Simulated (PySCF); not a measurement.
Compound: H3O3P.
Bonds: O1–P2 (double), P2–O3, P2–O4. Hydrogens: H5 on P2; H6 on O3; H7 on O4.

The geometry is computed with GFN2-xTB (gas phase).

Q: Give the optimised bond lengths and angles.

A: 
```tsv
bond	length (bohr)	order
O1=P2	2.763	double
P2–O3, P2–O4	3.011	single
P2–H5	2.595	single
O3–H6, O4–H7	1.809	single
```

Bonds in one row agree within 0.02 bohr and their mean is given. Orders are formal, as drawn. A selection of angles:
```tsv
angle	degrees
O1–P2–O3	113.6
O1–P2–H5	119.4
O3–P2–O4	105.1
O3–P2–H5	101.7
P2–O3–H6	108.5
```

Dihedral angles: H6–O3–P2–O1 1° (synperiplanar); H7–O4–P2–O1 1° (synperiplanar).

The 3 O–P bonds span 1.462 Å (O1=P2, drawn double) to 1.594 Å (P2–O4, drawn single), a spread of 0.132 Å. P2 (phosphoryl phosphorus) is distorted tetrahedral (angles from 101.7° to 119.4°).

Point group: Cs (tolerance 0.08 Å). No frequency check. One conformer, not necessarily the lowest (O1–P2–O3–H 1°, O1–P2–O4–H 1°).
